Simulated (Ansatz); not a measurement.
# Si$_{2}$, quintet: the ladder up to full CI

Geometry: that of the Si2, triplet, kept fixed. The singlet lies 0.9 eV lower here.

```json
{"atom": "Si", "x (Å)": "0.0000", "y (Å)": "0.0000", "z (Å)": "0.0000"}
{"atom": "Si", "x (Å)": "0.0000", "y (Å)": "0.0000", "z (Å)": "2.2547"}
```

Basis cc-pVDZ; Ansatz 0.2.0. Only valence electrons are correlated (noble-gas cores frozen), which leaves 8 electrons in 26 orbitals. R marks a restricted (for open shells ROHF) determinant, U an unrestricted one. Active spaces: valence = (8e, 8o) chosen from the atoms' valence shells.

Full CI is exact within this basis and frozen core; it isn't the basis-set limit. The frozen core follows each run's orbitals, which can shift R against U totals by a few meV.

For open shells CISD and CISDTQ are restricted-active-space CI with the open shells as a complete middle space.

```
UHF ⟨S²⟩                          : 6.009
T1 diagnostic (RCCSD)             : 0.0172
largest doubles amplitude (RCCSD) : 0.112
T1 diagnostic (UCCSD)             : 0.0142
```

| level | E − E(RHF) (eV) |
| --- | --- |
| UHF | -0.0730 |
| RMP2 | -3.2762 |
| UMP2 | -3.2554 |
| RCCSD | -4.0761 |
| UCCSD | -4.0793 |
| RCCSD(T) | -4.2454 |
| UCCSD(T) | -4.2456 |

Problem. Estimate how far full CI in cc-pVDZ lies from RCCSD(T). The table doesn't fix it; the size of (T) and the diagnostics are the guide.

Solution. Full CI in cc-pVDZ lies 5.2 kJ/mol below RCCSD(T), which is 32 % of the (T) step (-16.3 kJ/mol). The diagnostics give no warning, yet the rest is a sizeable part of (T). The miss exceeds 1 kcal/mol.

The other levels:

```tsv
level	E − E(full CI) (kJ/mol)	share of correlation (%)	wall time
CISD	36.0	91.31	2.3 s
BCCD(T)	5.2	98.75	1.5 s
RCCSDT	1.4	99.66	–
UCCSDT	1.4	99.67	–
CISDTQ	0.8	99.81	2 min
RCCSDT(Q)	0.2	99.94	4.9 s
UCCSDT(Q)	0.2	99.95	4.5 s
RCCSDTQ	0.1	99.99	31 s (H100)
UCCSDTQ	0.0	99.99	32 s (H100)
CASSCF (valence space)	307.2	25.95	–
NEVPT2 (valence space)	74.6	82.02	0.88 s
MRCISD (valence space)	22.9	94.49	–
MRCISD+Q (valence space)	-2.2	100.53	1.7 s
```

The correlation energy at full CI, counted from RHF, is -4.299 eV. That run took 1.8 min on 2 threads of AMD EPYC 7R13 with a shared H100 80 GB, shared host over 9,352,882 determinants.

Times hold each run's SCF and search for its determinant on a shared host, so for small cases they say little of a method's own cost; rows without a card ran on 1 thread of AMD EPYC 7R13.

Not variational, and here over 5 meV under the exact energy: MRCISD+Q (valence space).

The full-CI state has the irrep B3g of D2h, in the program's axes (one component, if the state is degenerate).

Natural occupations of full CI about the gap: 1.940 1.887 1.002 0.991 0.979 0.969 0.066 0.036 0.020 0.014; effectively unpaired electrons, Σ n²(2−n)², 4.08.
